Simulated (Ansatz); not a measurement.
# [Al(CN)H3]- (CH3AlN−): single points with varied inputs

Aim: run [Al(CN)H3]- (CH3AlN−) under a spread of inputs, and see what each costs and gives.

Computed with Ansatz 0.2.0, Gaussian basis. Level: the settings change from run to run.

### Step 1. The relaxed structure

The structure was relaxed beforehand with r2SCAN-D4 in a triple-zeta def2 set.

6 atoms, charge -1, spin multiplicity 1.

Atoms are counted from 1 here; the program's logs count them from 0.

Bond lengths: Al1–C2 2.024 Å, Al1–H4 1.625 Å, Al1–H5 1.625 Å, Al1–H6 1.625 Å, C2–N3 1.162 Å. Angles: C2–Al1–H4 106.5°, C2–Al1–H5 106.8°, C2–Al1–H6 106.6°, H4–Al1–H5 112.1°, H4–Al1–H6 112.2°, H5–Al1–H6 112.1°, Al1–C2–N3 179.2°.

### Step 2. PBE0/pcseg-2

in.yaml reads:

```yaml
crystal:
  periodic: [false, false, false]
  atoms:
    - {symbol: Al, position_ang: [-0.006561, 0.007545, -0.635343]}
    - {symbol: C, position_ang: [0.006336, -0.010031, 1.388487]}
    - {symbol: N, position_ang: [0.026351, -0.030511, 2.550239]}
    - {symbol: H, position_ang: [1.548236, 0.022828, -1.107293]}
    - {symbol: H, position_ang: [-0.797162, 1.353133, -1.088944]}
    - {symbol: H, position_ang: [-0.777210, -1.342974, -1.107157]}
basis:
  gaussian: {orbitals: pcseg-2}
total_charge: -1
hamiltonian: {xc: {name: PBE0}}
output: {forces: true}
```

Run with:

```
> ansatz run in.yaml --threads 4 --pin off --events-out ev --progress --plain --max-ram 3916MiB
```

The program printed:

```text
Functional definition: PBE0
  name "PBE0"
  cite "Adamo & Barone, J. Chem. Phys. 110, 6158 (1999) doi:10.1063/1.478522"
  cite "Perdew, Burke & Ernzerhof, Phys. Rev. Lett. 77, 3865 (1996) doi:10.1103/PhysRevLett.77.3865"
  parent pbe
  parameter a = 0.25
  parameter kappa = 0.804
  parameter beta = 0.06672455060314922
  exchange = (1 - a)*pbe_x(kappa = kappa, mu = beta*pi^2/3) + a*exact_x
  correlation = pbe_c(beta = beta)
742 factors; their error is unknown
mean field evaluation 1: about -9168.1932 eV, gradient 1.8e1 eV
mean field evaluation 2: about -9168.4623 eV, gradient 1.6e1 eV
mean field evaluation 4: about -9169.0124 eV, gradient 1.3e0 eV
mean field evaluation 8: about -9169.0465 eV, gradient 1.9e-1 eV
mean field -9169.04650809 eV, -336.9562441695 hartree, gradient 3.6e-5 eV, S^2 0.000000; 0 other end points of the search recorded, 0 dependent functions left out
the calculation of the forces begins
reference -9169.04654499 eV, -336.9562455254 hartree; 15, 15 occupied and 121, 121 virtual orbitals, 742 factors
Total energy: -9169.04654499 eV, -336.9562455254 hartree
Atom 0 at    -0.006561     0.007545    -0.635343 Å, force    -0.005410     0.006008    -0.038434 eV/Å
Atom 1 at     0.006336    -0.010031     1.388487 Å, force     0.024711    -0.022160     0.530237 eV/Å
Atom 2 at     0.026351    -0.030511     2.550239 Å, force    -0.019929     0.018137    -0.505337 eV/Å
Atom 3 at     1.548236     0.022828    -1.107293 Å, force    -0.009189    -0.000193     0.002875 eV/Å
Atom 4 at    -0.797162     1.353133    -1.088944 Å, force     0.005435    -0.009379     0.006726 eV/Å
Atom 5 at    -0.777210    -1.342974    -1.107157 Å, force     0.004382     0.007587     0.003933 eV/Å
Dipole moment:    -0.001932     0.001226     0.074324 e Å
```

Run time: 0.85 s. Hardware: 4 threads of Arm Neoverse V2, shared host.

Largest force 0.531 eV/Å.

### Step 3. SVWN5/def2-TZVP

Edit in.yaml of step 2 so:

```diff
@@ -10,5 +10,5 @@
 basis:
-  gaussian: {orbitals: pcseg-2}
+  gaussian: {orbitals: def2-TZVP}
 total_charge: -1
-hamiltonian: {xc: {name: PBE0}}
-output: {forces: true}
+hamiltonian: {xc: {name: SVWN5}}
+scf: {omitted_lower_state_checks: [starts]}
```

Launched as before.

The program printed:

```text
Functional definition: SVWN5
  name "SVWN5"
  cite "Dirac, Proc. Camb. Phil. Soc. 26, 376 (1930) doi:10.1017/S0305004100016108"
  cite "Slater, Phys. Rev. 81, 385 (1951) doi:10.1103/PhysRev.81.385"
  cite "Vosko, Wilk & Nusair, Can. J. Phys. 58, 1200 (1980) doi:10.1139/p80-159"
  exchange = slater_x
  correlation = vwn5_c
these checks for a lower state are left out or cut short: starts
726 factors; their error is unknown
mean field evaluation 1: about -9122.4265 eV, gradient 2.5e1 eV
mean field evaluation 2: about -9122.7921 eV, gradient 2.5e1 eV
mean field evaluation 4: about -9124.1383 eV, gradient 4.0e0 eV
mean field evaluation 8: about -9124.1691 eV, gradient 1.7e-2 eV
mean field -9124.16906509 eV, -335.3070285583 hartree, gradient 2.6e-5 eV, S^2 0.000000; 0 other end points of the search recorded, 0 dependent functions left out
reference -9124.16910403 eV, -335.3070299893 hartree; 15, 15 occupied and 102, 102 virtual orbitals, 726 factors
Total energy: -9124.16910403 eV, -335.3070299893 hartree
Checks for a lower state left out: starts
```

Run time: 0.35 s. Hardware: 4 threads of Arm Neoverse V2, shared host.

### Step 4. BHLYP/x2c-TZVPPall

Set apart from the defaults: a grid of angular degree 23.

Edit in.yaml of step 3 so:

```diff
@@ -10,5 +10,5 @@
 basis:
-  gaussian: {orbitals: def2-TZVP}
+  gaussian: {orbitals: x2c-TZVPPall, final_grid: {core_spheres: 8, valence_spheres: 7, degree: 23}}
 total_charge: -1
-hamiltonian: {xc: {name: SVWN5}}
+hamiltonian: {xc: {name: BHLYP}}
 scf: {omitted_lower_state_checks: [starts]}
```

Same command.

The program printed:

```text
Functional definition: BHLYP
  name "BHLYP"
  cite "Becke, J. Chem. Phys. 98, 1372 (1993) doi:10.1063/1.464304"
  cite "Becke, Phys. Rev. A 38, 3098 (1988) doi:10.1103/PhysRevA.38.3098"
  cite "Lee, Yang & Parr, Phys. Rev. B 37, 785 (1988) doi:10.1103/PhysRevB.37.785"
  parameter a = 0.5
  exchange = (1 - a)*b88_x + a*exact_x
  correlation = lyp_c
these checks for a lower state are left out or cut short: starts
882 factors; their error is unknown
mean field evaluation 1: about -9186.2734 eV, gradient 1.6e1 eV
mean field evaluation 2: about -9186.2877 eV, gradient 1.8e1 eV
mean field evaluation 4: about -9186.9537 eV, gradient 7.0e-1 eV
mean field evaluation 8: about -9187.0226 eV, gradient 2.8e-1 eV
mean field -9187.02264346 eV, -337.6168549594 hartree, gradient 2.2e-5 eV, S^2 0.000000; 0 other end points of the search recorded, 0 dependent functions left out
reference -9187.02284656 eV, -337.6168624232 hartree; 15, 15 occupied and 131, 131 virtual orbitals, 882 factors
Total energy: -9187.02284656 eV, -337.6168624232 hartree
Relativity: scalar
Checks for a lower state left out: starts
```

It took 0.65 s on 4 threads of Arm Neoverse V2, shared host.

### Step 5. HSE06/cc-pVTZ

Options: multiplicity 3.

Edit in.yaml of step 4 so:

```diff
@@ -10,5 +10,7 @@
 basis:
-  gaussian: {orbitals: x2c-TZVPPall, final_grid: {core_spheres: 8, valence_spheres: 7, degree: 23}}
+  gaussian: {orbitals: cc-pVTZ}
 total_charge: -1
-hamiltonian: {xc: {name: BHLYP}}
+magnetization: {spin_polarized: true, initial_magnetization: 2}
+hamiltonian: {xc: {name: HSE06}}
 scf: {omitted_lower_state_checks: [starts]}
+output: {forces: true}
```

Launched as before.

The program printed:

```text
Functional definition: HSE06
  name "HSE06"
  cite "Heyd, Scuseria & Ernzerhof, J. Chem. Phys. 118, 8207 (2003) doi:10.1063/1.1564060"
  cite "Krukau, Vydrov, Izmaylov & Scuseria, J. Chem. Phys. 125, 224106 (2006) doi:10.1063/1.2404663"
  cite "Heyd & Scuseria, J. Chem. Phys. 120, 7274 (2004) doi:10.1063/1.1668634"
  cite "Ernzerhof & Perdew, J. Chem. Phys. 109, 3313 (1998) doi:10.1063/1.476928"
  cite "Perdew, Burke & Ernzerhof, Phys. Rev. Lett. 77, 3865 (1996) doi:10.1103/PhysRevLett.77.3865"
  parent pbe
  parameter a = 0.25
  parameter omega = 0.11/bohr
  # The whole range is PBE's own exchange, as in plane waves. The composition of these papers is wPBEh.
  exchange = pbe_x - a*pbe_x_sr(omega) + a*exact_x_sr(omega)
  correlation = pbe_c
these checks for a lower state are left out or cut short: starts
816 factors; their error is unknown
81 factors; integrals over basis functions are off by at most 3.1e-6 eV
mean field evaluation 1: about -9160.7113 eV, gradient 1.1e1 eV
mean field evaluation 2: about -9155.0721 eV, gradient 2.8e1 eV
mean field evaluation 4: about -9161.8546 eV, gradient 6.6e0 eV
mean field evaluation 8: about -9162.3216 eV, gradient 8.4e-1 eV
mean field evaluation 16: about -9162.3458 eV, gradient 3.7e-3 eV
mean field evaluation 32: about -9162.3457 eV, gradient 7.4e-2 eV
mean field -9162.34580795 eV, -336.7099979813 hartree, gradient 2.1e-10 eV, S^2 2.007397; 0 other end points of the search recorded, 0 dependent functions left out
the calculation of the forces begins
reference -9162.34585166 eV, -336.7099995873 hartree; 16, 14 occupied and 120, 122 virtual orbitals, 816 factors
Total energy: -9162.34585166 eV, -336.7099995873 hartree
Atom 0 at    -0.006561     0.007545    -0.635343 Å, force    -0.368614    -0.230247     1.479785 eV/Å
Atom 1 at     0.006336    -0.010031     1.388487 Å, force    -0.412040     0.173301   -13.525895 eV/Å
Atom 2 at     0.026351    -0.030511     2.550239 Å, force     0.294397    -0.202135    12.724144 eV/Å
Atom 3 at     1.548236     0.022828    -1.107293 Å, force     0.309942     0.112747    -0.384675 eV/Å
Atom 4 at    -0.797162     1.353133    -1.088944 Å, force     0.107701     0.254402    -0.205710 eV/Å
Atom 5 at    -0.777210    -1.342974    -1.107157 Å, force     0.068614    -0.108067    -0.087649 eV/Å
Dipole moment:     0.055172     0.031337     0.186200 e Å
Checks for a lower state left out: starts
```

Run time: 12 s. Hardware: 4 threads of Arm Neoverse V2, shared host.

Largest force 13.533 eV/Å, ⟨S²⟩ 2.007.

### Step 6. The runs in one table

```
             level  charge  multiplicity  geometry  functions  energy (eV)    time
      PBE0/pcseg-2      -1             1   relaxed        136    -9169.047  0.85 s
   SVWN5/def2-TZVP      -1             1   relaxed        117    -9124.169  0.35 s
BHLYP/x2c-TZVPPall      -1             1   relaxed        146    -9187.023  0.65 s
     HSE06/cc-pVTZ      -1             3   relaxed        136    -9162.346    12 s
```

### Step 7. Results

```
                                         quantity                    value
                                             runs                        4
                                         quickest  SVWN5/def2-TZVP, 0.35 s
                                          slowest      HSE06/cc-pVTZ, 12 s
spread of total energies, same state and geometry                  62.9 eV
```

**Reading.** Run time spans a factor of 34, from SVWN5/def2-TZVP to HSE06/cc-pVTZ. The jobs differ in tasks and options as well as level. The totals spread over 63 eV; they can't be compared across methods or bases. Some of these runs are scalar-relativistic and others not, which shifts the totals of all-electron atoms past neon by eV; core potentials, where a basis has them, take the core out of the total altogether. At the r2SCAN-D4/def2-TZVPD geometry and in the same state, runs without warnings or point charges leave forces up to 0.53 eV/Å (PBE0/pcseg-2).
